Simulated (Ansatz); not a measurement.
Reaction: CH5ClOSi (chlorosilylmethanol, SMILES Cl[SiH2]CO) → HO (SMILES [OH], doublet) + CH4ClSi (SMILES [CH2][SiH2]Cl, doublet) (the C-O bond breaks)
Each species at its own B3LYP-D3(BJ)/def2-TZVP minimum (Ansatz, a program for electronic structure), one conformer.

Total energies in hartree (Ansatz). UHF or UKS for unpaired electrons; spin-orbit terms are left out. Cores are frozen in correlated methods. No relativity.

```tsv
species	HF/cc-pV(T+d)Z	CCSD(T)/cc-pV(T+d)Z	HF/cc-pV(Q+d)Z	CCSD(T)/cc-pV(Q+d)Z	CCSD(T)/cc-pV(D+d)Z	CCSDT(Q)/cc-pV(D+d)Z
1: CH5ClOSi (chlorosilylmethanol, SMILES Cl[SiH2]CO)	-864.19432	-864.99724	-864.21057	-865.07078	-864.75577	-864.75814
2: HO (SMILES [OH], doublet)	-75.41896	-75.63769	-75.42557	-75.66159	-75.55935	-75.55979
3: CH4ClSi (SMILES [CH2][SiH2]Cl, doublet)	-788.69753	-789.21919	-788.70740	-789.26648	-789.06310	-789.06486
```

### Question
Work out the bond dissociation energy (electronic) in kJ/mol: take Hartree-Fock from cc-pV(Q+d)Z, extrapolate the CCSD(T) correlation energy as X^-3 (X = 3, 4), and add CCSDT(Q) - CCSD(T) in cc-pV(D+d)Z. 1 hartree = 2625.5 kJ/mol.

### Answer

Species 1: correlation (64·(-0.86021) - 27·(-0.80292))/37 = -0.90202; step -0.00237; E1 = -864.21057 + (-0.90202) + (-0.00237) = -865.11496
Species 2: correlation (64·(-0.23602) - 27·(-0.21873))/37 = -0.24864; step -0.00044; E2 = -75.42557 + (-0.24864) + (-0.00044) = -75.67465
Species 3: correlation (64·(-0.55908) - 27·(-0.52166))/37 = -0.58639; step -0.00176; E3 = -788.70740 + (-0.58639) + (-0.00176) = -789.29555
-1·E1 +1·E2 +1·E3 = 0.14476 hartree = 380.1 kJ/mol.
